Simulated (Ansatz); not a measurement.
For zinc-blende BP, r²SCAN (plane waves, PAW; Ansatz, a first-principles code) gives:

| Quantity | Value |
|---|---|
| lattice parameter a | 4.537 Å |
| bulk modulus | 169 GPa |
| band gap at the measured cell | 1.41 eV |
| TO(Γ) frequency | 818 cm⁻¹ |
| elastic constant C11 | 361 GPa |
| elastic constant C44 | 197 GPa |
| polycrystal shear modulus | 174 GPa |

What does Hartree–Fock in Ansatz (plane waves, PAW) give for the same quantities?


- lattice constant a: 4.584 Å (goes up by 1.0 %)
- bulk modulus: 175 GPa (grows by 3.6 %)
- band gap at the measured cell: 7.83 eV (increases by 6.42 eV)
- zone-centre TO phonon frequency: 903 cm⁻¹ (rises by 10 %)
- elastic constant C11: 399 GPa (increases by 11 %)
- elastic constant C44: 216 GPa (rises by 9.6 %)
- Voigt–Reuss–Hill shear modulus: 195 GPa (goes up by 12 %)

For comparison: lattice constant a 4.525 Å (measured, static lattice: zero-point anharmonic expansion removed; as tabulated in Mejia-Rodriguez and Trickey (2018), arXiv:1807.09216); bulk modulus 176 GPa (measured, 0 K, zero-point effect removed, our sources range from 168 to 176; as tabulated in Goldzak et al. (2022), arXiv:2208.04865); band gap 2.2 eV (measured, zero-point renormalisation of 0.106 eV removed from the gap extrapolated to 0 K (as printed); the shift is computed, second of two values printed, our sources range from 2.20 to 2.50; as tabulated in X. Ren, F. Merz, H. Jiang et al., All-electron periodic G0W0 implementation …); zone-centre TO phonon frequency 794 cm⁻¹ (measured, temperature not stated, no zero-point or thermal correction; as tabulated in Solozhenko et al. (2014), arXiv:1505.05714); elastic constant C11 315 GPa (measured, temperature not stated, no zero-point or thermal correction, our sources range from 315 to 354; as tabulated in Råsander and Moram (2015), arXiv:1505.02379); elastic constant C44 160 GPa (measured, temperature not stated, not corrected to a static lattice, our sources range from 160 to 190; as tabulated in Råsander and Moram (2015), arXiv:1505.02379); Voigt–Reuss–Hill shear modulus 166 GPa (measured, temperature not stated, no zero-point or thermal correction, Hill average of measured single-crystal constants; as tabulated in Mahat et al. (2021), doi:10.1103/physrevmaterials.5.033606).

Changes are worked out from the printed values.

Unless a cell is named, each level is at its own relaxed cell (r²SCAN 11.67, Hartree–Fock 12.04 Å³/atom).

Density-functional gaps are differences of (generalised) Kohn–Sham levels.

Ansatz's density-functional and Hartree–Fock values are scalar-relativistic unless marked +SOC, with PAW data made under PBE.
